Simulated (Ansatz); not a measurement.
Born–Oppenheimer molecular dynamics of H9NSi2 (12 atoms, charge 0, multiplicity 1). It starts at the highest image of a converged band. Of that band: Neighbouring images differ by up to 1.9 eV, so the band resolves the path poorly. A vibrational analysis at the climbing image gives one clearly imaginary mode, 1464i cm⁻¹: a first-order saddle point.

Level of theory: RKS B3LYP-D4/6-31G* in Ansatz.

```yaml
ensemble: NVE (velocity Verlet)
time_step: 0.5 fs
steps_asked: 200
starting_velocities_drawn_for: 100 K
seed: 2181
```

First frame:

```xyz
12
Properties=species:S:1:pos:R:3
Si -0.359 0.098 -0.079
H 0.103 -1.138 1.293
H 0.748 0.938 0.435
H -1.104 1.060 -0.981
H -0.047 -1.012 -1.012
N -1.847 -0.115 1.119
H -2.606 -0.637 0.672
Si -2.406 1.250 2.139
H -3.551 0.790 2.960
H -1.252 1.609 2.994
H -2.812 2.407 1.306
H -1.006 -0.848 1.561
```

Task: How far do the bonds stretch over the last three quarters of this one trajectory? (Pairs bonded in most of those frames.)

Result: 
```json
{"bond": "Si1–H2", "mean (Å)": "1.499", "spread (Å)": "0.069", "shortest": "1.39", "longest": "1.61"}
{"bond": "Si1–H3", "mean (Å)": "1.500", "spread (Å)": "0.039", "shortest": "1.44", "longest": "1.57"}
{"bond": "Si1–H4", "mean (Å)": "1.493", "spread (Å)": "0.031", "shortest": "1.44", "longest": "1.54"}
{"bond": "Si1–H5", "mean (Å)": "1.496", "spread (Å)": "0.015", "shortest": "1.47", "longest": "1.52"}
{"bond": "N6–H7", "mean (Å)": "1.018", "spread (Å)": "0.007", "shortest": "1.00", "longest": "1.03"}
{"bond": "N6–Si8", "mean (Å)": "1.773", "spread (Å)": "0.038", "shortest": "1.71", "longest": "1.83"}
{"bond": "N6–H12", "mean (Å)": "1.019", "spread (Å)": "0.018", "shortest": "0.99", "longest": "1.06"}
{"bond": "Si8–H9", "mean (Å)": "1.491", "spread (Å)": "0.010", "shortest": "1.47", "longest": "1.51"}
{"bond": "Si8–H10", "mean (Å)": "1.491", "spread (Å)": "0.007", "shortest": "1.48", "longest": "1.50"}
{"bond": "Si8–H11", "mean (Å)": "1.486", "spread (Å)": "0.009", "shortest": "1.47", "longest": "1.50"}
```

Mean temperature of the second half: 1365 K. The conserved energy stayed within 0.071 meV per atom of its start (net change -0.053 meV per atom), so the integration is sound. The kinetic energy rose, since the run started high on the potential surface and went downhill. It ends in pieces (H4Si + H5NSi), so much of that is their flight and rotation, not heat. A run of 0.1 ps of so small a system gives no equilibrium averages. The orbitals stay closed-shell, which can raise the energy where a bond breaks towards radicals; this wasn't checked here.

The run took 5.8 min on 1 thread of Intel(R) Xeon(R) 6975P-C (Granite Rapids), with other jobs on the host, peak memory 0.16 GiB.
